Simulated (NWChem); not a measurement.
**One shape, several levels: Si2H6 (disilane)**

We compute a comparison of 4 runs (CAM-B3LYP/aug-cc-pVDZ, B3LYP/aug-cc-pVDZ, BHLYP/aug-cc-pVDZ, M06-2X/aug-cc-pVDZ) of Si2H6 (disilane). 

The calculation is run with NWChem 7.3.0.

## 1. The system as given

Si2H6: 8 atoms, total charge 0, spin state singlet. SMILES: `[SiH3][SiH3]`. The shape is that of a PBE0-D4/def2-TZVP optimisation.

Bond lengths: Si1–Si2 2.338 Å, Si1–H3 1.488 Å, Si1–H4 1.488 Å, Si1–H5 1.488 Å, Si2–H6 1.488 Å, Si2–H7 1.488 Å, Si2–H8 1.488 Å. Some angles: Si1–Si2–H6 110.3°, Si1–Si2–H7 110.3°, Si1–Si2–H8 110.3°, Si2–Si1–H3 110.3°, Si2–Si1–H4 110.3°, Si2–Si1–H5 110.3°, H6–Si2–H7 108.7°, H6–Si2–H8 108.7°, H7–Si2–H8 108.7°, H3–Si1–H4 108.7°.

## 2. Energy and forces at CAM-B3LYP/aug-cc-pVDZ (run 1)

File run.py:

```python
from ase import Atoms
from ase.calculators.nwchem import NWChem

atoms = Atoms(['Si', 'Si', 'H', 'H', 'H', 'H', 'H', 'H'], positions=[
    [-0.340500, 0.490200, -1.004900],
    [0.363500, -0.504400, 0.991000],
    [0.833900, 0.948200, -1.794900],
    [-1.112900, -0.483900, -1.821900],
    [-1.208000, 1.664100, -0.717900],
    [1.139000, 0.468600, 1.806300],
    [1.228100, -1.680500, 0.704000],
    [-0.811000, -0.959200, 1.782600],
])

calc = NWChem(
    label='mymol',
    theory='dft',
    memory='2200 mb',
    basis='aug-cc-pVDZ',
    basispar='spherical bse',
    dft={'xc': 'xcamb88 1.00 lyp 0.81 vwn_5 0.19 hfexch 1.00', 'cam': '0.33 cam_alpha 0.19 cam_beta 0.46', 'mult': '1', 'grid': 'fine', 'convergence': 'energy 1e-08', 'direct': None, 'iterations': '100', 'mulliken': None, 'print': 'low'},
)
atoms.calc = calc

forces = atoms.get_forces()
e = atoms.get_potential_energy()
print(f"E = {e:.6f} eV")
print("forces (eV/A):")
for s, f in zip(atoms.symbols, forces):
    print(f"{s:2s} {f[0]:10.5f} {f[1]:10.5f} {f[2]:10.5f}")
```

On the command line:

```console
$ export ASE_NWCHEM_COMMAND="nwchem PREFIX.nwi > PREFIX.nwo"
$ python run.py
```

What it wrote:

```text
E = -15852.497830 eV
forces (eV/A):
Si   -0.00381    0.00653   -0.01311
Si    0.00483   -0.00761    0.01193
H     0.06963    0.02756   -0.04777
H    -0.04674   -0.05795   -0.04962
H    -0.05219    0.07081    0.01640
H     0.04695    0.05842    0.05014
H     0.05173   -0.07009   -0.01635
H    -0.07035   -0.02767    0.04839
```

The calculator wrote mymol.nwi:

```
title "mymol"

permanent_dir mymol

scratch_dir mymol

start mymol

geometry units angstrom nocenter noautosym noautoz
  Si -3.4050000000000002e-01 4.9020000000000002e-01 -1.0048999999999999e+00
  Si 3.6349999999999999e-01 -5.0439999999999996e-01 9.9099999999999999e-01
  H  8.3389999999999997e-01 9.4820000000000004e-01 -1.7948999999999999e+00
  H  -1.1129000000000000e+00 -4.8390000000000000e-01 -1.8219000000000001e+00
  H  -1.2080000000000000e+00 1.6640999999999999e+00 -7.1789999999999998e-01
  H  1.1390000000000000e+00 4.6860000000000002e-01 1.8063000000000000e+00
  H  1.2281000000000000e+00 -1.6805000000000001e+00 7.0399999999999996e-01
  H  -8.1100000000000005e-01 -9.5920000000000005e-01 1.7826000000000000e+00
end

memory 2200 mb

basis spherical bse noprint
   * library aug-cc-pVDZ
end

dft
  xc xcamb88 1.00 lyp 0.81 vwn_5 0.19 hfexch 1.00
  cam 0.33 cam_alpha 0.19 cam_beta 0.46
  mult 1
  grid fine
  convergence energy 1e-08
  direct
  iterations 100
  mulliken
  print low
end

task dft gradient
```

mymol.nwo, cut to the lines that bear on the results:

```text
[...]
         Total DFT energy =     -582.568554795537
      One electron energy =     -986.334708343202
           Coulomb energy =      357.001554552876
    Exchange-Corr. energy =      -44.008488740102
 Nuclear repulsion energy =       90.773087734890
[... 17 lines left out ...]
     -------------------------------------------
      Total Density - Lowdin Population Analysis
[...]
                         DFT ENERGY GRADIENTS
    atom               coordinates                        gradient
                 x          y          z           x          y          z
   1 Si     -0.643452   0.926344  -1.898986    0.000074  -0.000127   0.000255
   2 Si      0.686915  -0.953178   1.872718   -0.000094   0.000148  -0.000232
   3 H       1.575843   1.791838  -3.391869   -0.001354  -0.000536   0.000929
[... 4 lines of this table left out ...]
   8 H      -1.532568  -1.812625   3.368626    0.001368   0.000538  -0.000941
 Task  times  cpu:      232.9s     wall:      232.9s
 Total times  cpu:      232.9s     wall:      232.9s
```

Wall time 3.9 min (1 thread of Intel Xeon Platinum 8259CL at 2.50GHz (Skylake/Cascade Lake), shared host); peak memory 0.14 GiB.

## 3. Energy and gradient at B3LYP/aug-cc-pVDZ (run 2)

File h6si2.nw:

```
start h6si2
memory total 2200 mb

geometry units atomic noautosym nocenter noautoz
  Si    -0.64345175     0.92634375    -1.89898578
  Si     0.68691545    -0.95317786     1.87271859
  H      1.57584262     1.79183831    -3.39186942
  H     -2.10307620    -0.91443847    -3.44289203
  H     -2.28278916     3.14469324    -1.35663438
  H      2.15239806     0.88552566     3.41341230
  H      2.32077265    -3.17568475     1.33036719
  H     -1.53256789    -1.81262530     3.36862579
end

basis spherical bse
  * library aug-cc-pVDZ
end

dft
  xc b3lyp
  grid fine
  convergence energy 1e-08
  iterations 100
  mulliken
end

task dft gradient
```

On the command line:

```console
$ nwchem h6si2.nw > h6si2.out
```

What it wrote:

```text
[...]
          Wavefunction type:  closed shell.
          No. of atoms     :     8
          No. of electrons :    34
[...]
          Charge           :     0
          Spin multiplicity:     1
[...]
          AO basis - number of functions:   108
[...]
              XC Information
              --------------
                         B3LYP Method XC Potential
                     Hartree-Fock (Exact) Exchange  0.200
                        Slater Exchange Functional  0.800 local
                    Becke 1988 Exchange Functional  0.720 non-local
              Lee-Yang-Parr Correlation Functional  0.810
                  VWN I RPA Correlation Functional  0.190 local
[...]
 d= 0,ls=0.0,diis     1   -582.5940025758 -6.73D+02  1.05D-02  1.43D-01     8.5
[...]
 d= 0,ls=0.0,diis     7   -582.6144355969 -7.57D-10  1.34D-07  1.29D-11    45.1
         Total DFT energy =     -582.614435596896
      One electron energy =     -986.382804013316
           Coulomb energy =      357.059319536989
    Exchange-Corr. energy =      -44.064032289889
 Nuclear repulsion energy =       90.773081169321
[...]
      Total Density - Mulliken Population Analysis
     ---------------------------------------------
    Atom       Charge   Shell Charges
 -----------   ------   -------------------------------------------------------
    1 Si  14    15.09   2.00  2.04  0.78  0.84 -0.09  6.02  1.60  1.65  0.03  0.17  0.05
    2 Si  14    15.09   2.00  2.04  0.78  0.84 -0.09  6.02  1.60  1.65  0.03  0.17  0.05
    3 H    1     0.64   0.74 -0.11  0.00  0.01 -0.01
    4 H    1     0.64   0.74 -0.11  0.00  0.01 -0.01
    5 H    1     0.64   0.74 -0.11  0.00  0.01 -0.01
    6 H    1     0.64   0.74 -0.11  0.00  0.01 -0.01
    7 H    1     0.64   0.74 -0.11  0.00  0.01 -0.01
    8 H    1     0.64   0.74 -0.11  0.00  0.01 -0.01
[...]
  wavefunction    = closed shell
                         DFT ENERGY GRADIENTS
    atom               coordinates                        gradient
                 x          y          z           x          y          z
   1 Si     -0.643452   0.926344  -1.898986    0.000422  -0.000618   0.001240
   2 Si      0.686915  -0.953178   1.872719   -0.000442   0.000638  -0.001218
   3 H       1.575843   1.791838  -3.391869   -0.002216  -0.000928   0.001618
   4 H      -2.103076  -0.914438  -3.442892    0.001527   0.001824   0.001673
   5 H      -2.282789   3.144693  -1.356634    0.001705  -0.002313  -0.000449
   6 H       2.152398   0.885526   3.413412   -0.001533  -0.001832  -0.001682
   7 H       2.320773  -3.175685   1.330367   -0.001694   0.002300   0.000449
   8 H      -1.532568  -1.812625   3.368626    0.002230   0.000928  -0.001630
[...]
```

It took 62 s on 1 thread of Intel Xeon Platinum 8259CL at 2.50GHz (Skylake/Cascade Lake), shared host; peak memory 0.13 GiB.

Run 3 isn't shown in full; the table further down has it.

## 4. Energy and forces at M06-2X/aug-cc-pVDZ (run 4)

run.py: that of step 2 with these lines changed.

```diff
@@ -15,3 +15,3 @@
 calc = NWChem(
-    label='mymol',
+    label='h6si2',
     theory='dft',
@@ -20,3 +20,3 @@
     basispar='spherical bse',
-    dft={'xc': 'xcamb88 1.00 lyp 0.81 vwn_5 0.19 hfexch 1.00', 'cam': '0.33 cam_alpha 0.19 cam_beta 0.46', 'mult': '1', 'grid': 'fine', 'convergence': 'energy 1e-08', 'direct': None, 'iterations': '100', 'mulliken': None, 'print': 'low'},
+    dft={'xc': 'm06-2x', 'mult': '1', 'grid': 'fine', 'convergence': 'energy 1e-08', 'iterations': '100', 'mulliken': None},
 )
@@ -30 +30,2 @@
     print(f"{s:2s} {f[0]:10.5f} {f[1]:10.5f} {f[2]:10.5f}")
+print("dipole (e A):", atoms.get_dipole_moment().round(4))
```

On the command line:

```console
$ export ASE_NWCHEM_COMMAND="nwchem PREFIX.nwi > PREFIX.nwo"
$ python run.py
```

What it wrote:

```text
E = -15850.679584 eV
forces (eV/A):
Si   -0.01383    0.01964   -0.04350
Si    0.01481   -0.02072    0.04217
H     0.04700    0.01332   -0.02191
H    -0.02700   -0.04047   -0.02329
H    -0.03080    0.04206    0.01954
H     0.02715    0.04109    0.02401
H     0.03039   -0.04139   -0.01954
H    -0.04772   -0.01352    0.02252
dipole (e A): [-0.  0.  0.]
```

The calculator wrote h6si2.nwi:

```
title "h6si2"

permanent_dir h6si2

scratch_dir h6si2

start h6si2

geometry units angstrom nocenter noautosym noautoz
  Si -3.4050000000000002e-01 4.9020000000000002e-01 -1.0048999999999999e+00
  Si 3.6349999999999999e-01 -5.0439999999999996e-01 9.9099999999999999e-01
  H  8.3389999999999997e-01 9.4820000000000004e-01 -1.7948999999999999e+00
  H  -1.1129000000000000e+00 -4.8390000000000000e-01 -1.8219000000000001e+00
  H  -1.2080000000000000e+00 1.6640999999999999e+00 -7.1789999999999998e-01
  H  1.1390000000000000e+00 4.6860000000000002e-01 1.8063000000000000e+00
  H  1.2281000000000000e+00 -1.6805000000000001e+00 7.0399999999999996e-01
  H  -8.1100000000000005e-01 -9.5920000000000005e-01 1.7826000000000000e+00
end

memory 2200 mb

basis spherical bse noprint
   * library aug-cc-pVDZ
end

dft
  xc m06-2x
  mult 1
  grid fine
  convergence energy 1e-08
  iterations 100
  mulliken
end

task dft gradient
```

h6si2.nwo, cut to the lines that bear on the results:

```text
[...]
         Total DFT energy =     -582.501735479473
[...]
  wavefunction    = closed shell
                         DFT ENERGY GRADIENTS
    atom               coordinates                        gradient
                 x          y          z           x          y          z
   1 Si     -0.643452   0.926344  -1.898986    0.000269  -0.000382   0.000846
   2 Si      0.686915  -0.953178   1.872718   -0.000288   0.000403  -0.000820
   3 H       1.575843   1.791838  -3.391869   -0.000914  -0.000259   0.000426
[... 4 lines of this table left out ...]
   8 H      -1.532568  -1.812625   3.368626    0.000928   0.000263  -0.000438
[...]
```

It took 86 s on 1 thread of Intel Xeon Platinum 8259CL at 2.50GHz (Skylake/Cascade Lake), shared host; peak memory 0.13 GiB.

## 5. Overview of the runs

```tsv
run	level	energy (Eh)	largest force (eV/Å)	wall time
1	CAM-B3LYP/aug-cc-pVDZ	-582.568555	0.090	3.9 min
2	B3LYP/aug-cc-pVDZ	-582.614436	0.150	62 s
3	BHLYP/aug-cc-pVDZ	-582.563715	0.166	63 s
4	M06-2X/aug-cc-pVDZ	-582.501735	0.056	86 s
```

## 6. Outcome

| quantity | value |
| --- | --- |
| run 4: total energy | -582.50174 Eh |
| run 4: dipole moment | 0.00 D |
| run 4: HOMO energy | -9.37 eV |
| run 4: LUMO energy | -0.02 eV |
| run 4: HOMO–LUMO gap | 9.35 eV |
| run 4: largest force on an atom | 0.056 eV/Å |

What this shows: Over runs 2, 3, 4 the HOMO–LUMO gap runs from 7.86 eV (B3LYP/aug-cc-pVDZ) to 9.63 eV (BHLYP/aug-cc-pVDZ). Totals of different functionals can't be ranked against each other. All runs together took 7.4 min, the longest 3.9 min.
